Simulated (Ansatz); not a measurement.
Relaxation of the cluster Li3H6⁻ with UKS PBE-D4/def2-TZVPD.

```sh
$ ansatz run in.yaml --threads 4 --pin off --events-out ev --progress --plain --max-ram 3916MiB
```

```yaml
crystal:
  periodic: [false, false, false]
  atoms:
    - {symbol: Li, position_ang: [-0.458754, -1.246968, -1.034517]}
    - {symbol: Li, position_ang: [0.414662, 0.419751, 0.493766]}
    - {symbol: Li, position_ang: [-1.125636, 1.028960, -1.237639]}
    - {symbol: H, position_ang: [1.105167, -1.188532, -0.101250]}
    - {symbol: H, position_ang: [0.182673, 1.985992, -0.413659]}
    - {symbol: H, position_ang: [1.226500, -0.533010, 2.015329]}
    - {symbol: H, position_ang: [-1.332709, -0.161045, 0.219164]}
    - {symbol: H, position_ang: [-1.077789, -0.313184, -2.476729]}
    - {symbol: H, position_ang: [1.065886, 0.008016, 2.535545]}
basis:
  gaussian: {orbitals: def2-TZVPD}
total_charge: -1
magnetization: {spin_polarized: true, initial_magnetization: 4}
hamiltonian: {xc: pbe, dispersion: d4}
scf: {omitted_lower_state_checks: [starts]}
output: {orbitals: {seedname: orbitals}}
relax: {f_tol: 0.02, max_steps: 100}
```

Hardware: 4 threads of Arm Neoverse V2 on a shared host. Wall time 50 s.

Positions (Å) and forces (eV/Å) at steps 1, 2, 3, 4, 5, 6, 7, 8, 9, 10, 11, 12, 13, 14, 15, 16, 17, 18, 19, 20, 21, 22, 23, 24, 25, 26, 27, 28, 29, 30, 31 of 48:

```xyz
9
step=1 energy=-701.9632 eV
Li   -0.459   -1.247   -1.035    0.081   -1.737    0.182
Li    0.415    0.420    0.494    0.559    0.166    0.314
Li   -1.126    1.029   -1.238   -0.886    1.485   -0.118
H     1.105   -1.189   -0.101   -0.237    0.160    0.208
H     0.183    1.986   -0.414   -0.109   -0.209    0.276
H     1.226   -0.533    2.015   -0.013    0.028    0.077
H    -1.333   -0.161    0.219    0.530    0.134   -0.529
H    -1.078   -0.313   -2.477    0.034   -0.019   -0.300
H     1.066    0.008    2.536    0.040   -0.009   -0.110
9
step=2 energy=-702.6796 eV
Li   -0.471   -1.443   -1.020   -0.013   -1.074    0.180
Li    0.480    0.439    0.509    0.286    0.049    0.016
Li   -1.239    1.183   -1.253   -0.611    0.904   -0.010
H     1.063   -1.177   -0.059   -0.202    0.179    0.125
H     0.155    1.965   -0.363   -0.069   -0.212    0.199
H     1.231   -0.538    2.022   -0.004   -0.008    0.047
H    -1.230   -0.136    0.112    0.441    0.103   -0.424
H    -1.063   -0.310   -2.475    0.146    0.033   -0.080
H     1.073    0.016    2.527    0.026    0.027   -0.053
9
step=3 energy=-703.1288 eV
Li   -0.488   -1.633   -0.984    0.000   -0.655    0.212
Li    0.525    0.444    0.501    0.147    0.003   -0.129
Li   -1.359    1.337   -1.248   -0.369    0.578    0.097
H     1.029   -1.148   -0.046   -0.178    0.072    0.047
H     0.143    1.926   -0.334   -0.107   -0.137    0.113
H     1.230   -0.540    2.028   -0.008   -0.010    0.037
H    -1.146   -0.118    0.021    0.315    0.070   -0.328
H    -1.011   -0.293   -2.458    0.180    0.047   -0.023
H     1.077    0.025    2.519    0.020    0.032   -0.027
9
step=4 energy=-703.4983 eV
Li   -0.505   -1.813   -0.917    0.000   -0.371    0.185
Li    0.566    0.438    0.452    0.095    0.005   -0.135
Li   -1.473    1.491   -1.209   -0.202    0.339    0.124
H     0.983   -1.146   -0.043   -0.135   -0.037   -0.020
H     0.108    1.896   -0.309   -0.132   -0.058    0.038
H     1.224   -0.539    2.030   -0.022    0.013    0.040
H    -1.063   -0.101   -0.078    0.183    0.038   -0.218
H    -0.921   -0.266   -2.433    0.194    0.056    0.023
H     1.081    0.041    2.507    0.020    0.016   -0.038
9
step=5 energy=-703.6929 eV
Li   -0.538   -1.981   -0.823   -0.026   -0.128    0.095
Li    0.613    0.425    0.369    0.078    0.017   -0.114
Li   -1.583    1.629   -1.137   -0.081    0.111    0.082
H     0.928   -1.180   -0.063   -0.083   -0.067   -0.047
H     0.046    1.878   -0.292   -0.105   -0.027    0.007
H     1.209   -0.531    2.026   -0.032    0.038    0.047
H    -0.991   -0.088   -0.167    0.056    0.008   -0.121
H    -0.769   -0.219   -2.397    0.175    0.055    0.114
H     1.085    0.068    2.484    0.017   -0.008   -0.062
9
step=6 energy=-703.7903 eV
Li   -0.589   -2.066   -0.762   -0.035   -0.046    0.053
Li    0.656    0.413    0.287    0.049    0.009   -0.120
Li   -1.658    1.683   -1.079   -0.047    0.033    0.054
H     0.882   -1.219   -0.101   -0.039   -0.036   -0.042
H    -0.011    1.862   -0.287   -0.051   -0.031    0.011
H     1.190   -0.522    2.016   -0.034    0.061    0.050
H    -0.959   -0.083   -0.203   -0.013   -0.005   -0.069
H    -0.599   -0.168   -2.319    0.158    0.047    0.146
H     1.088    0.099    2.449    0.014   -0.032   -0.083
9
step=7 energy=-703.8597 eV
Li   -0.630   -2.110   -0.720   -0.038   -0.013    0.018
Li    0.679    0.398    0.205    0.024   -0.006   -0.127
Li   -1.706    1.707   -1.037   -0.036   -0.001    0.023
H     0.860   -1.251   -0.141   -0.017   -0.015   -0.035
H    -0.047    1.851   -0.286   -0.019   -0.035    0.021
H     1.167   -0.515    2.002   -0.029    0.061    0.028
H    -0.965   -0.084   -0.213   -0.022    0.002   -0.041
H    -0.446   -0.122   -2.216    0.134    0.038    0.187
H     1.088    0.126    2.407    0.005   -0.028   -0.074
9
step=8 energy=-703.9257 eV
Li   -0.666   -2.131   -0.702   -0.036    0.004   -0.013
Li    0.698    0.381    0.118    0.004   -0.015   -0.125
Li   -1.737    1.711   -1.017   -0.029   -0.019   -0.005
H     0.849   -1.281   -0.179    0.001   -0.011   -0.028
H    -0.074    1.839   -0.280   -0.005   -0.034    0.033
H     1.147   -0.503    1.982   -0.021    0.009   -0.013
H    -0.985   -0.081   -0.211   -0.011    0.021   -0.027
H    -0.313   -0.084   -2.079    0.101    0.021    0.221
H     1.082    0.149    2.367   -0.004    0.023   -0.044
9
step=9 energy=-703.9873 eV
Li   -0.696   -2.130   -0.712   -0.027    0.023   -0.034
Li    0.719    0.364    0.038   -0.007   -0.018   -0.082
Li   -1.755    1.700   -1.023   -0.016   -0.029   -0.026
H     0.848   -1.308   -0.212    0.018   -0.015   -0.027
H    -0.099    1.823   -0.259   -0.003   -0.029    0.048
H     1.127   -0.495    1.961   -0.025    0.093    0.019
H    -0.999   -0.063   -0.206    0.000    0.049   -0.001
H    -0.220   -0.065   -1.910    0.060   -0.015    0.189
H     1.075    0.174    2.323    0.000   -0.059   -0.086
9
step=10 energy=-704.0013 eV
Li   -0.719   -2.096   -0.756   -0.040   -0.033   -0.006
Li    0.744    0.345   -0.016    0.059    0.035    0.126
Li   -1.759    1.679   -1.055   -0.003   -0.026   -0.026
H     0.862   -1.333   -0.248    0.024   -0.012   -0.047
H    -0.128    1.797   -0.209   -0.020   -0.040    0.064
H     1.105   -0.469    1.935    0.027   -0.645   -0.346
H    -1.006   -0.017   -0.190    0.004    0.096    0.043
H    -0.165   -0.097   -1.727   -0.007   -0.051   -0.097
H     1.066    0.190    2.266   -0.044    0.676    0.291
9
step=11 energy=-704.0705 eV
Li   -0.784   -2.061   -0.769    0.011    0.075   -0.015
Li    0.808    0.320   -0.012   -0.113   -0.009   -0.047
Li   -1.749    1.645   -1.118    0.055   -0.055    0.006
H     0.876   -1.352   -0.364    0.015    0.041   -0.100
H    -0.209    1.709   -0.059   -0.076   -0.137    0.062
H     1.070   -0.457    1.890   -0.025    0.752    0.303
H    -0.977    0.093   -0.104   -0.023    0.262    0.109
H    -0.078   -0.169   -1.653    0.134   -0.177    0.035
H     1.043    0.272    2.189    0.021   -0.753   -0.354
9
step=12 energy=-704.2738 eV
Li   -0.817   -2.008   -0.780    0.015    0.113   -0.033
Li    0.821    0.300   -0.017   -0.188    0.014   -0.107
Li   -1.741    1.619   -1.169    0.068   -0.062    0.007
H     0.901   -1.353   -0.469   -0.064    0.125   -0.195
H    -0.294    1.623    0.049   -0.182   -0.333    0.043
H     1.055   -0.437    1.868   -0.005    0.335    0.147
H    -0.986    0.262   -0.004    0.082    0.464    0.200
H     0.030   -0.294   -1.606    0.258   -0.312    0.090
H     1.031    0.289    2.128    0.015   -0.345   -0.153
9
step=13 energy=-704.5766 eV
Li   -0.841   -1.969   -0.793   -0.001    0.076   -0.046
Li    0.823    0.290   -0.031   -0.137    0.043   -0.088
Li   -1.737    1.601   -1.205    0.042   -0.056   -0.037
H     0.898   -1.335   -0.566   -0.139    0.184   -0.267
H    -0.383    1.525    0.115   -0.339   -0.607    0.061
H     1.048   -0.428    1.864   -0.023   -0.005    0.021
H    -0.978    0.434    0.096    0.304    0.697    0.183
H     0.141   -0.418   -1.569    0.266   -0.340    0.189
H     1.028    0.299    2.089    0.027    0.009   -0.017
9
step=14 energy=-704.9889 eV
Li   -0.862   -1.944   -0.805   -0.014   -0.009   -0.063
Li    0.827    0.288   -0.047    0.195    0.037   -0.030
Li   -1.734    1.584   -1.240   -0.058   -0.015   -0.194
H     0.877   -1.302   -0.663   -0.231    0.229   -0.358
H    -0.478    1.407    0.171   -0.353   -0.439    0.153
H     1.037   -0.427    1.868   -0.104    0.016    0.012
H    -0.938    0.609    0.172    0.291    0.514    0.187
H     0.239   -0.529   -1.512    0.202   -0.333    0.317
H     1.032    0.314    2.056    0.072    0.001   -0.023
9
step=15 energy=-705.1196 eV
Li   -0.880   -1.967   -0.829   -0.133   -0.111   -0.015
Li    0.920    0.315   -0.047    0.300    0.089    0.064
Li   -1.759    1.571   -1.333   -0.086   -0.025   -0.217
H     0.795   -1.217   -0.814   -0.043    0.085   -0.198
H    -0.550    1.342    0.242    1.374    2.730    0.157
H     0.989   -0.423    1.873   -0.148    0.032   -0.002
H    -0.884    0.710    0.243   -1.426   -2.684    0.181
H     0.307   -0.654   -1.379    0.069   -0.110    0.039
H     1.062    0.323    2.044    0.093   -0.005   -0.010
9
step=16 energy=-705.3719 eV
Li   -0.954   -2.028   -0.877    0.030   -0.077    0.027
Li    1.042    0.360   -0.055    0.191   -0.113    0.124
Li   -1.759    1.467   -1.492   -0.359    0.155   -0.447
H     0.813   -1.222   -0.888   -0.120    0.170   -0.133
H    -0.533    1.428    0.399    0.205    0.132    0.144
H     0.865   -0.389    1.862    0.059    0.417    0.093
H    -0.888    0.712    0.432   -0.009   -0.214    0.168
H     0.293   -0.667   -1.409    0.079   -0.045    0.160
H     1.120    0.339    2.028   -0.075   -0.423   -0.136
9
step=17 energy=-705.4851 eV
Li   -0.954   -2.061   -0.874    0.017    0.030    0.016
Li    1.115    0.332   -0.015   -0.022    0.004    0.051
Li   -1.871    1.502   -1.650    0.056   -0.104    0.017
H     0.807   -1.199   -0.911   -0.046    0.069   -0.034
H    -0.495    1.427    0.458   -0.107   -0.286   -0.015
H     0.827   -0.376    1.862    0.080    0.317    0.084
H    -0.861    0.702    0.504    0.126    0.280   -0.045
H     0.287   -0.655   -1.389   -0.034    0.037    0.008
H     1.146    0.328    2.013   -0.069   -0.347   -0.084
9
step=18 energy=-705.5223 eV
Li   -0.978   -1.965   -0.821    0.038   -0.069    0.019
Li    1.133    0.333    0.044    0.042   -0.005    0.083
Li   -1.861    1.332   -1.739   -0.005    0.013   -0.026
H     0.758   -1.104   -0.944    0.058   -0.033    0.054
H    -0.472    1.407    0.428   -0.003   -0.032   -0.007
H     0.803   -0.400    1.893    0.035    0.133    0.011
H    -0.838    0.698    0.494    0.042    0.042   -0.010
H     0.240   -0.551   -1.385   -0.165    0.082   -0.125
H     1.214    0.250    2.031   -0.042   -0.132    0.001
9
step=19 energy=-705.5543 eV
Li   -0.929   -2.020   -0.770    0.037   -0.007    0.002
Li    1.141    0.327    0.119    0.051   -0.045    0.071
Li   -1.850    1.235   -1.819    0.001    0.001   -0.022
H     0.683   -0.997   -0.987    0.021    0.063    0.005
H    -0.427    1.427    0.386    0.053    0.083   -0.006
H     0.771   -0.417    1.934    0.139    0.187    0.004
H    -0.795    0.728    0.469   -0.017   -0.073    0.043
H     0.128   -0.450   -1.410   -0.122   -0.053   -0.088
H     1.279    0.167    2.079   -0.162   -0.157   -0.009
9
step=20 energy=-705.5862 eV
Li   -0.864   -2.055   -0.726    0.048   -0.022    0.012
Li    1.165    0.272    0.207    0.085   -0.054    0.099
Li   -1.830    1.102   -1.887   -0.098    0.106   -0.061
H     0.600   -0.867   -1.083   -0.047    0.144   -0.050
H    -0.339    1.436    0.380    0.095    0.156   -0.020
H     0.707   -0.394    1.970    0.338    0.256    0.070
H    -0.716    0.753    0.500   -0.060   -0.135    0.048
H    -0.021   -0.368   -1.497    0.001   -0.215   -0.027
H     1.298    0.121    2.135   -0.362   -0.236   -0.071
9
step=21 energy=-705.6159 eV
Li   -0.737   -2.123   -0.653    0.001   -0.010    0.005
Li    1.187    0.186    0.303    0.083   -0.033    0.069
Li   -1.851    1.070   -1.928   -0.218    0.168   -0.060
H     0.533   -0.747   -1.203   -0.097    0.162   -0.024
H    -0.249    1.464    0.355    0.067    0.034    0.018
H     0.655   -0.389    2.025    0.443    0.288    0.112
H    -0.647    0.795    0.512   -0.010   -0.040    0.002
H    -0.174   -0.350   -1.617    0.206   -0.297   -0.006
H     1.282    0.095    2.206   -0.476   -0.272   -0.116
9
step=22 energy=-705.6692 eV
Li   -0.663   -2.143   -0.616   -0.041   -0.112    0.069
Li    1.258    0.095    0.367    0.056    0.020    0.035
Li   -1.960    1.083   -1.852   -0.190    0.116   -0.010
H     0.527   -0.666   -1.280   -0.015    0.034    0.058
H    -0.149    1.448    0.306    0.017   -0.088    0.060
H     0.587   -0.361    2.067    0.247    0.162    0.084
H    -0.565    0.785    0.469    0.040    0.079   -0.042
H    -0.228   -0.364   -1.728    0.159   -0.050   -0.176
H     1.194    0.124    2.267   -0.272   -0.161   -0.077
9
step=23 energy=-705.6537 eV rejected
Li   -0.632   -2.237   -0.520   -0.187   -0.088   -0.092
Li    1.334    0.034    0.430    0.185    0.211    0.230
Li   -2.124    1.125   -1.759    0.086   -0.111    0.011
H     0.549   -0.593   -1.373   -0.733    0.312   -0.757
H    -0.037    1.439    0.273   -0.068   -0.195    0.106
H     0.517   -0.342    2.110   -0.031   -0.029   -0.009
H    -0.481    0.786    0.426    0.112    0.196   -0.094
H    -0.214   -0.361   -1.920    0.620   -0.320    0.597
H     1.088    0.149    2.333    0.016    0.024    0.008
9
step=24 energy=-705.6965 eV
Li   -0.698   -2.213   -0.596   -0.081   -0.022   -0.032
Li    1.324    0.118    0.417    0.070    0.039    0.004
Li   -2.049    1.108   -1.829    0.015   -0.058    0.009
H     0.539   -0.649   -1.324   -0.467    0.285   -0.307
H    -0.102    1.444    0.312   -0.026   -0.102    0.064
H     0.570   -0.355    2.084    0.061    0.022    0.019
H    -0.531    0.785    0.455    0.077    0.105   -0.058
H    -0.204   -0.378   -1.817    0.435   -0.247    0.282
H     1.150    0.139    2.298   -0.083   -0.022    0.018
9
step=25 energy=-705.8692 eV
Li   -0.770   -2.250   -0.627   -1.445   -2.006    0.138
Li    1.411    0.141    0.454    2.931    0.656    0.034
Li   -2.124    1.064   -1.791    0.004    0.057   -0.036
H     0.536   -0.603   -1.337    0.091    0.472   -1.192
H    -0.038    1.435    0.319   -0.606    0.390    0.011
H     0.547   -0.343    2.097   -0.349   -0.240    0.549
H    -0.475    0.777    0.435   -0.655    0.380   -0.070
H    -0.182   -0.387   -1.882    0.107    0.229   -0.142
H     1.095    0.165    2.332   -0.078    0.062    0.708
9
step=26 energy=-706.0284 eV
Li   -0.842   -2.348   -0.624    0.076    0.292   -0.060
Li    1.552    0.178    0.464   -0.047   -0.013    0.078
Li   -2.129    1.066   -1.792    0.093   -0.136    0.041
H     0.546   -0.581   -1.386   -0.202    0.010   -0.120
H    -0.061    1.453    0.320   -0.121   -0.212    0.076
H     0.539   -0.346    2.123    0.008   -0.048   -0.076
H    -0.499    0.794    0.431    0.183    0.203   -0.071
H    -0.186   -0.378   -1.904    0.017   -0.140    0.078
H     1.081    0.163    2.367   -0.007    0.043    0.054
9
step=27 energy=-705.9735 eV rejected
Li   -0.714   -2.343   -0.582    0.001    0.265   -0.156
Li    1.574    0.070    0.559   -0.075    0.064   -0.091
Li   -2.149    1.009   -1.786    0.042   -0.081    0.049
H     0.483   -0.474   -1.508   -1.163    0.098   -0.529
H     0.032    1.466    0.287   -0.183   -0.340    0.160
H     0.480   -0.327    2.177    0.128    0.069   -0.005
H    -0.417    0.816    0.434    0.248    0.330   -0.130
H    -0.336   -0.376   -2.022    1.132   -0.317    0.746
H     1.047    0.159    2.441   -0.129   -0.087   -0.045
9
step=28 energy=-706.0378 eV
Li   -0.809   -2.319   -0.603    0.028    0.173   -0.063
Li    1.552    0.144    0.473   -0.050    0.028    0.029
Li   -2.072    1.000   -1.817   -0.063    0.017    0.036
H     0.512   -0.540   -1.425   -0.374    0.102   -0.154
H    -0.065    1.472    0.323   -0.095   -0.227    0.099
H     0.530   -0.353    2.135    0.178    0.100   -0.008
H    -0.495    0.814    0.454    0.175    0.203   -0.087
H    -0.251   -0.360   -1.924    0.379   -0.291    0.190
H     1.097    0.142    2.384   -0.177   -0.106   -0.041
9
step=29 energy=-706.0514 eV
Li   -0.824   -2.303   -0.600    0.064    0.205   -0.078
Li    1.555    0.158    0.508   -0.069    0.006   -0.038
Li   -2.113    0.984   -1.821    0.029   -0.050    0.030
H     0.490   -0.515   -1.419   -0.619    0.094   -0.409
H    -0.023    1.469    0.359   -0.107   -0.208    0.072
H     0.542   -0.364    2.131    0.092    0.065   -0.001
H    -0.458    0.804    0.435    0.169    0.216   -0.054
H    -0.240   -0.392   -1.990    0.552   -0.243    0.501
H     1.071    0.159    2.396   -0.110   -0.086   -0.023
9
step=30 energy=-706.0205 eV rejected
Li   -0.847   -2.241   -0.581   -0.199   -0.550    0.214
Li    1.536    0.205    0.471    0.168    0.197    0.262
Li   -2.115    0.913   -1.789   -0.088    0.160   -0.046
H     0.466   -0.504   -1.395    1.392    0.070    0.926
H     0.026    1.533    0.459    0.051   -0.023    0.031
H     0.590   -0.496    2.080    0.228    0.628    0.118
H    -0.411    0.878    0.403   -0.018    0.009   -0.022
H    -0.192   -0.475   -1.987   -1.302    0.124   -1.335
H     0.947    0.186    2.339   -0.232   -0.616   -0.148
9
step=31 energy=-706.0739 eV
Li   -0.812   -2.304   -0.591    0.055    0.152   -0.054
Li    1.552    0.185    0.506   -0.049    0.010   -0.016
Li   -2.123    0.945   -1.796    0.022   -0.037    0.023
H     0.474   -0.506   -1.425   -0.442    0.047   -0.295
H     0.025    1.512    0.396   -0.034   -0.099    0.049
H     0.525   -0.396    2.093    0.060    0.067    0.014
H    -0.416    0.854    0.425    0.082    0.111   -0.035
H    -0.245   -0.430   -2.002    0.383   -0.162    0.353
H     1.019    0.141    2.393   -0.077   -0.090   -0.037
```

The highest occupied level of the charge -1 quintet lies above zero (up to 0.53 eV). The electron is either unbound and held by the finite basis, or the level is raised by self-interaction error. In the quintet geometry the species has come apart into loosely held pieces. In the quintet, H6 and H9 lie 0.78 Å apart, H5 and H7 lie 0.79 Å apart, H4 and H8 lie 0.91 Å apart (atoms count from 1), so H2 has formed as a molecule. At PBE-D4/def2-TZVPD a singlet of charge -1 lies 3.00 eV below the quintet, each at its own geometry. The structure comes from a short search, and lower isomers may exist.
